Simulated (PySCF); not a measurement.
Ligands exchanged one at a time, B F-H. Gas-phase values, no solvent. Strings in code marks are SMILES.

The HOMO–LUMO gap from two functionals at the same geometries (B3LYP-D3(BJ)/def2-TZVP), both in PySCF: PBE-D3(BJ)/def2-TZVP and B3LYP-D3(BJ)/def2-TZVP. B3LYP has the VWN-RPA correlation part, as in Gaussian. 

| species | PBE-D3(BJ)/def2-TZVP (eV) | B3LYP-D3(BJ)/def2-TZVP (eV) |
|---|---|---|
| 0 of 3 F replaced by H (`FB(F)F`) | 9.61 | 11.93 |
| 1 of 3 F replaced by H | 7.73 | 10.01 |
| 2 of 3 F replaced by H | 5.53 | 7.71 |

Over these rows, drawn at random from the members with no instability flagged (it was tested for open shells, ions and some series alone), PBE minus B3LYP-D3(BJ): mean -2.26 eV, from -2.33 eV to -2.18 eV.
